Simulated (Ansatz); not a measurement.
# SiH5 (doublet): wave-function methods side by side at distance H1–H2 along a hydrogen transfer = 1.000 Å, cc-pVTZ

How much of the correlation energy of SiH5 (doublet) does each wave-function method recover here?

Method: cc-pVTZ, core rule «outside noble gas», up to 5 orbitals frozen; program: Ansatz 0.2.0, Gaussian basis.

Plan: UHF; CCSD(T) on ROHF; CCSD(T) on UHF; BCCD(T) on ROHF; CCSDT(Q) on ROHF; CCSDT(Q) on UHF; CASSCF and NEVPT2, 3 electrons in 3 orbitals; CASSCF and NEVPT2, 9 electrons in 9 orbitals.

**1. The system**

The geometry derives from fragments relaxed apart (PBE0/def2-TZVP) and kept rigid, so it is no stationary point. A hydrogen atom is moved between rigid fragments.

6 atoms, charge 0, spin multiplicity 2.

Atoms are counted from 1 here; the program's logs count them from 0.

Bond lengths: Si3–H4 1.486 Å, Si3–H5 1.486 Å, Si3–H6 1.486 Å. Angles: H4–Si3–H5 111.3°, H4–Si3–H6 111.3°, H5–Si3–H6 111.3°.

**2. UHF**

Contents of in.yaml:

```yaml
crystal:
  periodic: [false, false, false]
  atoms:
    - {symbol: H, position_ang: [-2.683262, 0.000000, -0.000001]}
    - {symbol: H, position_ang: [-1.683262, 0.000000, -0.000001]}
    - {symbol: Si, position_ang: [0.097738, 0.000000, 0.000000]}
    - {symbol: H, position_ang: [0.547712, -1.416253, 0.000000]}
    - {symbol: H, position_ang: [0.547712, 0.708126, -1.226511]}
    - {symbol: H, position_ang: [0.547711, 0.708127, 1.226511]}
basis:
  gaussian: {orbitals: cc-pVTZ}
magnetization: {spin_polarized: true, initial_magnetization: 1}
hamiltonian: {xc: hf}
output: {orbitals: {seedname: orbitals}}
```

Run with:

```bash
$ ansatz run in.yaml --threads 1 --pin off --events-out ev --progress --plain --max-ram 4096MiB --backend cpu
```

The runs that follow: CCSD(T) on ROHF; CCSD(T) on UHF; BCCD(T) on ROHF; CCSDT(Q) on ROHF; CCSDT(Q) on UHF; CASSCF and NEVPT2, 3 electrons in 3 orbitals; CASSCF and NEVPT2, 9 electrons in 9 orbitals.

**Question.** What will the summary of the whole plan be? Wanted: UCCSDT(Q) below the RHF energy; RMP2 from UCCSDT(Q); UMP2 from UCCSDT(Q); RCCSD from UCCSDT(Q); RCCSD(T) from UCCSDT(Q); UCCSD(T) from UCCSDT(Q); RCCSDT(Q) from UCCSDT(Q); NEVPT2 pair from UCCSDT(Q); NEVPT2 valence from UCCSDT(Q).

The runs gave:

| quantity | value |
| --- | --- |
| UCCSDT(Q) below the RHF energy | -5.5688 eV |
| RMP2 from UCCSDT(Q) | +1089.3 meV |
| UMP2 from UCCSDT(Q) | +1124.4 meV |
| RCCSD from UCCSDT(Q) | +164.0 meV |
| RCCSD(T) from UCCSDT(Q) | +29.6 meV |
| UCCSD(T) from UCCSDT(Q) | +30.8 meV |
| RCCSDT(Q) from UCCSDT(Q) | +0.7 meV |
| NEVPT2 pair from UCCSDT(Q) | +1057.4 meV |
| NEVPT2 valence from UCCSDT(Q) | +1108.8 meV |
| levels within 1 kcal/mol (43 meV) | RCCSD(T), UCCSD(T), BCCD(T), RCCSDT, UCCSDT, RCCSDT(Q) |
| T1 diagnostic | 0.024 |
| effectively unpaired electrons | 1.02 |

In words: RCCSD(T) lands +29.6 meV from the yardstick (0.5 % of the correlation energy). One determinant dominates. Of the multireference levels listed NEVPT2 pair comes nearest in total energy (+1057.4 meV), which doesn't show that its space is the better one. These misses are within one basis, not against nature; the frozen cores of restricted and unrestricted runs differ, which can shift their rows.
